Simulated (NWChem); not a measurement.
# One shape, several levels: [BSiNH6]− (SMILES [BH2-]N[SiH3])

We compute a comparison of 3 runs (UHF/def2-SVP, UPBE0/6-31G*, UPBE0/def2-SVP) of [BSiNH6]−. 

Program for the calculation: NWChem 7.3.0.

## (1) The molecule

[BSiNH6]− has 9 atoms, charge -1, and is taken as a doublet. As SMILES, `[BH2-]N[SiH3]`. The coordinates come from a GFN2-xTB relaxation.

Bond lengths: B1–N2 1.394 Å, N2–Si3 1.799 Å, B1–H4 1.190 Å, B1–H5 1.202 Å, N2–H6 1.015 Å, Si3–H7 1.566 Å, Si3–H8 1.486 Å, Si3–H9 1.495 Å. Some angles: B1–N2–Si3 133.6°, B1–N2–H6 113.9°, Si3–N2–H6 110.4°, N2–B1–H4 120.6°, N2–B1–H5 120.7°, N2–Si3–H7 156.3°, N2–Si3–H8 96.2°, N2–Si3–H9 94.9°, H4–B1–H5 118.7°, H7–Si3–H8 95.9°.

## (2) Energy and gradient at UHF/def2-SVP (run 1)

a.nw

```
start a
title "BH6NSi"
memory total 2200 mb
charge -1
geometry noautosym nocenter noautoz
B       -0.849350       0.854050      -1.134230
N       -0.176970       0.594930       0.058750
Si       0.744150      -0.819860       0.680720
H       -1.112960      -0.030090      -1.885580
H       -1.146520       1.978280      -1.438460
H        0.050250       1.427670       0.591910
H        1.972000      -1.780960       0.824250
H       -0.204980      -1.855370       0.197080
H        0.724370      -0.368670       2.105560
end
basis spherical bse
* library def2-SVP
end
scf
doublet
uhf
thresh 1e-08
maxiter 80
end
task scf gradient
```

Run with:

```console
$ nwchem a.nw > a.out
```

Standard output:

```text
[...]
  functions       =    76
[...]
  wavefunction    = UHF
[...]
         Total SCF energy =   -371.363386235846
      One electron energy =   -713.375134460132
      Two electron energy =    243.764707915232
 Nuclear repulsion energy =     98.247040309054
                       Sz =      0.5000
                 Sz(Sz+1) =      0.7500
                      S^2 =      0.7644
[...]
                         UHF ENERGY GRADIENTS
    atom               coordinates                        gradient
                 x          y          z           x          y          z
   1 B      -1.605039   1.613920  -2.143384   -0.008878   0.002059  -0.020371
   2 N      -0.334425   1.124255   0.111021    0.026526  -0.037433   0.014393
   3 Si      1.406240  -1.549311   1.286374   -0.039227   0.009215   0.008729
   4 H      -2.103189  -0.056862  -3.563230    0.003235   0.008288   0.008277
   5 H      -2.166609   3.738407  -2.718295    0.003162  -0.008238   0.002860
   6 H       0.094959   2.697905   1.118548    0.002157   0.006359   0.004766
   7 H       3.726540  -3.365526   1.557607   -0.000188   0.010225  -0.007771
   8 H      -0.387356  -3.506141   0.372427    0.007848   0.006397  -0.002640
   9 H       1.368861  -0.696685   3.978931    0.005366   0.003129  -0.008245
[...]
```

Run time: 12 s. Hardware: 1 thread of Intel Xeon 6975P-C (Granite Rapids), shared host; peak memory 0.1 GiB.

## (3) Energy and forces at UPBE0/6-31G(d) (spherical functions) (run 2)

a.nw

```
start a
title "BH6NSi gradient"
memory 2200 mb
charge -1

geometry noautosym nocenter noautoz
  B     -0.849350     0.854050    -1.134230
  N     -0.176970     0.594930     0.058750
  Si     0.744150    -0.819860     0.680720
  H     -1.112960    -0.030090    -1.885580
  H     -1.146520     1.978280    -1.438460
  H      0.050250     1.427670     0.591910
  H      1.972000    -1.780960     0.824250
  H     -0.204980    -1.855370     0.197080
  H      0.724370    -0.368670     2.105560
end

basis spherical bse
  * library 6-31G*
end

dft
  xc pbe0
  mult 2
  grid xfine
  convergence energy 1e-08
  maxiter 100
  mulliken
end

task dft gradient
```

Run with:

```console
$ nwchem a.nw > a.out
```

Standard output:

```text
[...]
          Wavefunction type:  spin polarized.
          No. of atoms     :     9
          No. of electrons :    33
[...]
          Charge           :    -1
          Spin multiplicity:     2
[...]
          AO basis - number of functions:    58
[...]
              XC Information
              --------------
                         PBE0 Method XC Functional
                     Hartree-Fock (Exact) Exchange  0.250
          PerdewBurkeErnzerhof Exchange Functional  0.750
            Perdew 1991 LDA Correlation Functional  1.000 local
           PerdewBurkeErnz. Correlation Functional  1.000 non-local
[...]
 d= 0,ls=0.0,diis     1   -372.3257058310 -4.71D+02  1.69D-02  1.55D-01     2.9
[...]
 d= 0,ls=0.0,diis    11   -372.4292239423 -9.30D-09  3.21D-06  4.41D-10    30.7
[...]
         Total DFT energy =     -372.429223942319
      One electron energy =     -714.082331333548
           Coulomb energy =      277.555096348551
    Exchange-Corr. energy =      -34.149029266376
 Nuclear repulsion energy =       98.247040309054
[...]
      Total Density - Mulliken Population Analysis
     ---------------------------------------------
    Atom       Charge   Shell Charges
 -----------   ------   -------------------------------------------------------
    1 B    5     4.98   2.00  0.53  1.49  0.38  0.53  0.06
    2 N    7     7.58   2.00  0.79  2.46  0.80  1.52  0.02
    3 Si  14    14.08   2.00  2.00  5.96  0.90  1.78  0.37  0.85  0.22
    4 H    1     1.10   0.52  0.58
    5 H    1     1.12   0.51  0.61
    6 H    1     0.71   0.51  0.20
    7 H    1     1.17   0.49  0.69
    8 H    1     1.12   0.50  0.62
    9 H    1     1.14   0.50  0.64
[...]
      <S2> =      0.7560 (Exact =     0.7500)
[...]
  wavefunction    = open shell
                         DFT ENERGY GRADIENTS
    atom               coordinates                        gradient
                 x          y          z           x          y          z
   1 B      -1.605039   1.613920  -2.143384   -0.000556  -0.001952  -0.006591
   2 N      -0.334425   1.124255   0.111021    0.015114  -0.017724   0.010496
   3 Si      1.406240  -1.549311   1.286374   -0.025931   0.009039   0.002316
   4 H      -2.103189  -0.056862  -3.563230    0.001616   0.007898   0.006112
   5 H      -2.166609   3.738407  -2.718295    0.002001  -0.006877   0.001544
   6 H       0.094959   2.697905   1.118548   -0.001546  -0.002938  -0.001566
   7 H       3.726540  -3.365526   1.557607   -0.001553   0.004543  -0.003074
   8 H      -0.387356  -3.506141   0.372427    0.007575   0.006721  -0.000095
   9 H       1.368861  -0.696685   3.978931    0.003280   0.001291  -0.009142
[...]
```

Run time: 37 s. Hardware: 1 thread of Intel Xeon 6975P-C (Granite Rapids), shared host; peak memory 0.14 GiB.

## (4) Energy and gradient at UPBE0/def2-SVP (run 3)

mymol.nw

```
start mymol
title "BH6NSi PBE0"
memory total 2200 mb
charge -1
geometry noautosym nocenter noautoz
  B    -0.849350    0.854050   -1.134230
  N    -0.176970    0.594930    0.058750
  Si    0.744150   -0.819860    0.680720
  H    -1.112960   -0.030090   -1.885580
  H    -1.146520    1.978280   -1.438460
  H     0.050250    1.427670    0.591910
  H     1.972000   -1.780960    0.824250
  H    -0.204980   -1.855370    0.197080
  H     0.724370   -0.368670    2.105560
end
basis spherical bse
  B library def2-SVP
  N library def2-SVP
  Si library def2-SVP
  H library def2-SVP
end
dft
  xc pbe0
  mult 2
  grid xfine
  convergence energy 1e-08
  maxiter 100
  mulliken
end
task dft gradient
```

Run with:

```console
$ nwchem mymol.nw > mymol.out
```

Standard output:

```text
[...]
          Wavefunction type:  spin polarized.
          No. of atoms     :     9
          No. of electrons :    33
[...]
          Charge           :    -1
          Spin multiplicity:     2
[...]
          AO basis - number of functions:    76
[...]
              XC Information
              --------------
                         PBE0 Method XC Functional
                     Hartree-Fock (Exact) Exchange  0.250
          PerdewBurkeErnzerhof Exchange Functional  0.750
            Perdew 1991 LDA Correlation Functional  1.000 local
           PerdewBurkeErnz. Correlation Functional  1.000 non-local
[...]
 d= 0,ls=0.0,diis     1   -372.1851243725 -4.70D+02  1.58D-02  1.87D-01     3.4
[...]
 d= 0,ls=0.0,diis    12   -372.3040469605 -3.47D-09  5.79D-07  7.36D-11    40.5
[...]
         Total DFT energy =     -372.304046960534
      One electron energy =     -713.697774731259
           Coulomb energy =      277.252633762585
    Exchange-Corr. energy =      -34.105946300914
 Nuclear repulsion energy =       98.247040309054
[...]
      Total Density - Mulliken Population Analysis
     ---------------------------------------------
    Atom       Charge   Shell Charges
 -----------   ------   -------------------------------------------------------
    1 B    5     5.14   1.99  0.75  0.19  1.62  0.53  0.07
    2 N    7     7.19   1.99  1.01  0.40  2.41  1.37  0.01
    3 Si  14    13.92   2.00  1.98  0.96  0.32  5.93  1.22  1.25  0.27
    4 H    1     1.11   0.75  0.35  0.01
    5 H    1     1.13   0.74  0.37  0.01
    6 H    1     0.90   0.73  0.13  0.05
    7 H    1     1.24   0.71  0.53  0.01
    8 H    1     1.17   0.74  0.42  0.01
    9 H    1     1.19   0.74  0.45  0.01
[...]
      <S2> =      0.7581 (Exact =     0.7500)
[...]
  wavefunction    = open shell
                         DFT ENERGY GRADIENTS
    atom               coordinates                        gradient
                 x          y          z           x          y          z
   1 B      -1.605039   1.613920  -2.143384   -0.000269  -0.002592  -0.008320
   2 N      -0.334425   1.124255   0.111021    0.012077  -0.014313   0.009080
   3 Si      1.406240  -1.549311   1.286374   -0.024411   0.005825   0.002666
   4 H      -2.103189  -0.056862  -3.563230    0.002837   0.011725   0.009661
   5 H      -2.166609   3.738407  -2.718295    0.002699  -0.011118   0.002906
   6 H       0.094959   2.697905   1.118548   -0.001638  -0.004110  -0.002871
   7 H       3.726540  -3.365526   1.557607   -0.003367   0.005444  -0.002715
   8 H      -0.387356  -3.506141   0.372427    0.008697   0.007980   0.000085
   9 H       1.368861  -0.696685   3.978931    0.003376   0.001159  -0.010492
[...]
```

It took 47 s on 1 thread of Intel Xeon 6975P-C (Granite Rapids), shared host; peak memory 0.14 GiB.

## (5) All runs side by side

| run | level | iteration cap | module | energy (Eh) | HOMO energy (eV) | LUMO energy (eV) | ⟨S²⟩ | wall time |
| --- | --- | --- | --- | --- | --- | --- | --- | --- |
| 1 | UHF/def2-SVP | 80 | scf | -371.363386 | 0.27 | 8.30 | 0.764 | 12 s |
| 2 | UPBE0/6-31G* (spherical functions) | 100 | dft | -372.429224 | 2.18 | 4.90 | 0.756 | 37 s |
| 3 | UPBE0/def2-SVP | 100 | dft | -372.304047 | 2.09 | 4.79 | 0.758 | 47 s |

## (6) Summary of results

| quantity | value |
| --- | --- |
| run 3: total energy | -372.30405 Eh |
| run 3: HOMO energy (highest over α and β) | 2.09 eV |
| run 3: LUMO energy (lowest over α and β) | 4.79 eV |
| run 3: ⟨S²⟩ | 0.758 |
| run 3: largest force on an atom | 1.298 eV/Å |

**Reading.** In runs 1, 2, 3 the HOMO lies above zero, so the outermost electron may be held by the basis alone. All runs together took 95 s, the longest 47 s.
